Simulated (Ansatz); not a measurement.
## Chalcopyrite CuGaSe2

Method: PBE in Ansatz (plane waves, PAW).

Run with plane-wave cutoff 500 eV, 10×10×10 k mesh, Fermi–Dirac smearing 0.05 eV, no spin polarisation, scalar-relativistic PAW data made under PBE.

Cell (relaxed at this level):

```
CELL_PARAMETERS angstrom
     -2.83603     2.83603     5.63013
      2.83603    -2.83603     5.63013
      2.83603     2.83603    -5.63013
ATOMIC_POSITIONS crystal
  Ga 0.50000 0.50000 0.00000
  Ga 0.25000 0.75000 0.50000
  Cu 0.00000 0.00000 0.00000
  Cu 0.75000 0.25000 0.50000
  Se 0.87500 0.88117 0.50617
  Se 0.11883 0.62500 0.99383
  Se 0.37500 0.36883 0.49383
  Se 0.63117 0.12500 0.00617
```

For chalcopyrite CuGaSe2, the equilibrium volume per atom comes out as 22.64 Å³/atom. The lattice parameter a is 5.672 Å and the lattice parameter c comes out as 11.260 Å.

Measured, for comparison: lattice constant a 5.619 Å (293 K, not corrected to a static lattice, our sources range from 5.596 to 5.619; as tabulated in Souilah et al., J. Solid State Chem. 183, 2274 (2010), by the Crystallography …); lattice parameter c 11.026 Å (293 K, not corrected to a static lattice; as tabulated in Souilah et al., J. Solid State Chem. 183, 2274 (2010), by the Crystallography …). Computed (rounded) less measured: lattice constant a +0.9 % (+0.9 % to +1.4 % over the range), lattice parameter c +2.1 %.

Computed values are for the static lattice.

Cost on a shared machine: around 15 core-minutes (rough).

Ansatz is an electronic-structure program.
